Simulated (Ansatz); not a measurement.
We consider rutile MnO2, described by r²SCAN+U (Ansatz, a first-principles code, PAW).

Numerical settings: plane-wave cutoff 600 eV, 8×8×12 k mesh (along the axes of the cell as run), Fermi–Dirac smearing 0.01 eV, U_eff Mn 3.9 eV, spin-polarised with opposed moments, scalar-relativistic PAW data made under PBE.

Starting structure:

```
CELL_PARAMETERS angstrom
      4.40000     0.00000     0.00000
      0.00000     4.40000     0.00000
      0.00000     0.00000     2.87000
ATOMIC_POSITIONS crystal
  Mn 0.00000 0.00000 0.00000
  Mn 0.50000 0.50000 0.50000
  O  0.30500 0.30500 0.00000
  O  0.80500 0.19500 0.50000
  O  0.19500 0.80500 0.50000
  O  0.69500 0.69500 0.00000
```

Problem. Into what structure does the relaxation of cell and atoms lead at this level, with the symmetry of the start kept?

Solution. The volume rises by 1.1 %; final space group P4_2/mnm.
```
CELL_PARAMETERS angstrom
      4.39576     0.00000     0.00000
      0.00000     4.39576     0.00000
      0.00000     0.00000     2.90640
ATOMIC_POSITIONS crystal
  Mn 0.00000 0.00000 0.00000
  Mn 0.50000 0.50000 0.50000
  O  0.30576 0.30576 0.00000
  O  0.80576 0.19424 0.50000
  O  0.19424 0.80576 0.50000
  O  0.69424 0.69424 0.00000
```

Note: the collinear magnetic order is the start's and need not be the measured one.
